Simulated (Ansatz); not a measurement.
This geometry of CH5Al + H (8 atoms, charge 0, multiplicity 2) is a first-order saddle point.

Theory: UHF/def2-SVP (Ansatz).

```xyz
8
Properties=species:S:1:pos:R:3
Al -0.008 0.096 0.009
H 0.041 -0.166 1.760
H 1.341 0.453 -0.746
C -1.708 -0.013 -0.982
H -2.497 -0.533 -0.431
H -2.077 0.996 -1.201
H -1.578 -0.514 -1.947
H 0.051 -0.320 2.842
```

(1) Which two structures does it join? (They come from a converged band through this point; their orientation in space is the band's.)

(2) How far does it lie above each of them?

Results:

(1) Bonds broken: Al1–H2. Bonds formed: H2–H8. CH5Al + H becomes CH4Al + H2.

Image 0:

```xyz
8
Properties=species:S:1:pos:R:3
Al 0.036 0.003 -0.380
H 0.164 0.003 1.198
H 1.362 -0.004 -1.246
C -1.744 0.003 -1.221
H -2.301 -0.900 -0.948
H -2.344 0.850 -0.870
H -1.704 0.050 -2.312
H 0.095 -0.004 5.084
```

Image 6:

```xyz
8
Properties=species:S:1:pos:R:3
Al 0.171 0.712 -0.809
H -0.250 0.222 2.803
H 1.335 -0.372 -0.680
C -1.679 0.073 -1.107
H -1.964 -0.644 -0.329
H -2.424 0.871 -1.122
H -1.738 -0.460 -2.063
H 0.114 -0.403 2.612
```

(2) 0.53 eV above the first and 1.08 eV above the second. This is the barrier of this one path; another mechanism may lie lower.

Time of the run: 56 s on 1 thread of Arm Neoverse V2 (shared host), peak memory 0.13 GiB.
